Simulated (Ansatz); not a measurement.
**Rhombohedral A7 Bi**

Level of theory: PBE-D3(BJ) in Ansatz (PAW).

Run with plane-wave cutoff 520 eV, 16×16×16 k mesh, Fermi–Dirac smearing 0.05 eV, scalar-relativistic PAW data made under PBE.

Cell (relaxed at this level):

```
Bi
1.0
    4.10117    -2.26624    -0.01615
    4.10117     2.26624    -0.01615
    2.86355     0.00000     3.70888
Bi
2
Cartesian
  2.62429   0.00000   0.87191
  8.44159   0.00000   2.80467
```

```json
{
  "bulk modulus B0": "37.3 GPa",
  "band_gap": "zero (no gap)",
  "pressure derivative B′ of the bulk modulus": "6.7"
}
```

Measured, for comparison: bulk modulus 32.1 GPa (copied from a table, unchecked, extrapolated to 0 K and zero-point effects removed; as tabulated in Lejaeghere et al. (2013), arXiv:1204.2733). Computed (rounded) less measured: bulk modulus not scored (unchecked).

Note: the bulk modulus comes from volumes at which shape and atoms were relaxed.

Spin–orbit coupling is not included; it can shift volumes and moduli of such heavy elements.

Static lattice: no zero-point or thermal effects.

Computing time: roughly 11 core-minutes.

Ansatz is a program for electronic structure.
